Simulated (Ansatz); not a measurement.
**CHAlN (doublet): from Hartree-Fock to the top rungs, def2-QZVPP**

An exercise on one series of results from a longer session: the logs are not shown, and one member is left open.

Method: def2-QZVPP, core rule «outside noble gas», up to 7 orbitals frozen; program: Ansatz 0.2.0, Gaussian basis.

Plan: UHF; ROHF; CCSD(T) on UHF.

2 further runs of the same task are left out: 2 set aside as unsound or not needed.

## The geometry

The geometry is a PBE0/def2-TZVP stationary point (not a proven minimum).

4 atoms, charge 0, spin multiplicity 2.

Atoms are counted from 1 here; the program's logs count them from 0.

Bond lengths: Al1–C2 2.161 Å, Al1–N3 2.007 Å, C2–N3 1.217 Å, C2–H4 1.095 Å. Angles: C2–Al1–N3 33.7°, Al1–C2–N3 66.2°, Al1–C2–H4 157.1°, N3–C2–H4 136.7°, Al1–N3–C2 80.1°.

Set-up of the first run:

in.yaml reads:

```yaml
crystal:
  periodic: [false, false, false]
  atoms:
    - {symbol: Al, position_ang: [0.000000, 0.105264, 1.006952]}
    - {symbol: C, position_ang: [0.000000, 0.485411, -1.119862]}
    - {symbol: N, position_ang: [0.000000, -0.696891, -0.832779]}
    - {symbol: H, position_ang: [0.000000, 1.082252, -2.038110]}
basis:
  gaussian: {orbitals: "def2-QZVPP.json"}
magnetization: {spin_polarized: true, initial_magnetization: 1}
hamiltonian: {xc: hf}
output: {orbitals: {seedname: orbitals}}
```

Run with:

```sh
$ ansatz run in.yaml --threads 1 --pin off --events-out ev --progress --plain --max-ram 2393MiB
```

Among the steps run: UHF; ROHF; CCSD(T) on UHF.

One table of the session follows, with a row left open; its other results are not shown here.

| method | from UCCSD(T) (meV) |
| --- | --- |
| ROHF | +12541.8 |
| UHF | +12369.8 |
| UMP2 | +1004.5 |
| UCCSD | ? |
| UCCSD(T) | 0 |

Estimate the missing values for UCCSD.

The run gave: from UCCSD(T) (meV): +639.3. In the column «from UCCSD(T) (meV)» it lies between UCCSD(T) (0) and UMP2 (+1004.5).
